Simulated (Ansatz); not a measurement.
| atom | x (Å) | y (Å) | z (Å) |
| --- | --- | --- | --- |
| C | 0.0119 | 0.0383 | -0.5575 |
| O | 0.0829 | 0.0471 | 0.6783 |
| H | -0.0319 | -0.9824 | -1.1199 |
| H | -0.0330 | 0.8562 | -1.1194 |

RHF-MP2 on singlet CH2O was run in several spherical basis sets with Ansatz (development build ahead of 0.2.0). Frozen core: 2 orbitals.

**Question.** Rank the basis sets by the total energy that they give, lowest first, with the distance from the lowest.
A. STO-3G
B. 6-31G
C. cc-pVDZ
D. def2-SVP

**Answer.** C (0.00 eV), D (2.68 eV), B (4.43 eV), A (46.85 eV).

Totals follow the description of the cores as much as that of the bonds, so this order isn't one of quality for chemistry.
